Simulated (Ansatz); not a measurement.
## Pressure series in BN

Consider BN in the zinc blende structure (space group F-43m, No. 216).

```yaml
crystal:
  lattice:
    - [0.00000, 1.81205, 1.81205]
    - [1.81205, 0.00000, 1.81205]
    - [1.81205, 1.81205, 0.00000]
  atoms:
    - { symbol: N, position: [0.75000, 0.75000, 0.75000] }
    - { symbol: B, position: [0.00000, 0.00000, 0.00000] }
```

Cell and atoms are relaxed at each pressure.

Calculations: PBE/PAW in Ansatz (a first-principles code), scalar-relativistic without spin-orbit coupling, earlier PAW set.

```
pressure (GPa)  volume per atom (Å³/atom)
--------------  -------------------------
-2                                  5.982
-1                                  5.966
0                                   5.950
0.3                                 5.945
1.5                                     ?
3                                   5.903
5                                   5.872
7.5                                 5.835
10                                  5.799
```

Question: Fit the third-order Birch–Murnaghan form P(V) = (3B₀/2)[(V₀/V)^(7/3) − (V₀/V)^(5/3)]·[1 + (3/4)(B₀′ − 4)((V₀/V)^(2/3) − 1)] (squares taken in P) to the rows shown and predict the withheld row.

Answer: Least squares on the printed values gives V₀ = 5.950 Å³/atom, B₀ = 372 GPa, B₀′ = 3.4; this predicts 5.926 Å³/atom, and the run gives 5.926 Å³/atom, in agreement.

Measured bulk modulus of BN: 410.2 GPa (static lattice; corrected from measurement; as listed in Daniel Mejia-Rodriguez, S. B. Trickey, Phys. Rev. B (2018)); the computed value is 9 % below it.

Load acts through the strain it causes; cell and atoms are relaxed under it. Whether these cells are dynamically stable was not tested. No other phases were tried under pressure.
